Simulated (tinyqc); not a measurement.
Worked calculation: CIS on RHF in the sto-3g basis, frozen core, for H2O, spin multiplicity 1. One step of it, computed by the program tinyqc.

Problem. CIS matrix, triplets. A(ia,jb) = (e_a - e_i) d_ij d_ab - (ij|ab).

orbital energies (hartree): MO1 -20.274253, MO2 -1.185173, MO3 -0.513850, MO4 -0.422222, MO5 -0.387957, MO6 0.411696, MO7 0.515652

Two-electron integrals over orbitals (pq|rs), unique and non-zero (hartree); the lowest 1 orbital is frozen and left out:
```
(22|22) 0.727129    (32|32) 0.123565    (33|22) 0.600842    (33|33) 0.574540
(42|22) -0.034897   (42|33) 0.003074    (42|42) 0.129725    (43|32) 0.030196
(43|43) 0.059957    (44|22) 0.652574    (44|33) 0.550383    (44|42) -0.086442
(44|44) 0.669638    (52|52) 0.153620    (53|53) 0.025354    (54|52) -0.041432
(54|54) 0.044674    (55|22) 0.759890    (55|33) 0.588300    (55|42) -0.081334
(55|44) 0.672975    (55|55) 0.880159    (62|22) 0.123406    (62|33) 0.060574
(62|42) 0.038890    (62|44) 0.053776    (62|55) 0.131435    (62|62) 0.091345
(63|32) -0.036145   (63|43) -0.042530   (63|63) 0.077759    (64|22) 0.143332
(64|33) 0.050558    (64|42) -0.052588   (64|44) 0.133360    (64|55) 0.163847
(64|62) 0.058156    (64|64) 0.110183    (65|52) 0.047447    (65|54) 0.008608
(65|65) 0.032541    (66|22) 0.582181    (66|33) 0.535874    (66|42) 0.042766
(66|44) 0.537906    (66|55) 0.569757    (66|62) 0.087175    (66|64) 0.057020
(66|66) 0.569083    (72|32) 0.060529    (72|43) -0.027197   (72|63) 0.026702
(72|72) 0.071237    (73|22) 0.177334    (73|33) 0.088165    (73|42) -0.075485
(73|44) 0.135688    (73|55) 0.209040    (73|62) 0.063572    (73|64) 0.110629
(73|66) 0.047285    (73|73) 0.163337    (74|32) -0.068533   (74|43) -0.020332
(74|63) 0.059271    (74|72) -0.017225   (74|74) 0.071553    (75|53) 0.023935
(75|75) 0.025408    (76|32) 0.079637    (76|43) 0.068070    (76|63) -0.068232
(76|72) -0.001404   (76|74) -0.061175   (76|76) 0.111287    (77|22) 0.601876
(77|33) 0.568416    (77|42) -0.019949   (77|44) 0.565117    (77|55) 0.601939
(77|62) 0.057202    (77|64) 0.056109    (77|66) 0.539302    (77|73) 0.098264
(77|77) 0.584799
```

Give: CIS matrix A, triplet.

Solution.

CIS matrix A, triplet (hartree), lower triangle:
```
        2>6     2>7     3>6     3>7    4>6    4>7    5>6    5>7
2>6   1.015
2>7   0.000   1.099
3>6   0.000  -0.080   0.390
3>7  -0.080   0.000   0.000   0.461
4>6  -0.043   0.000   0.000  -0.068  0.296
4>7   0.000   0.020  -0.068   0.000  0.000  0.373
5>6   0.000   0.000   0.000   0.000  0.000  0.000  0.230
5>7   0.000   0.000   0.000   0.000  0.000  0.000  0.000  0.302
```
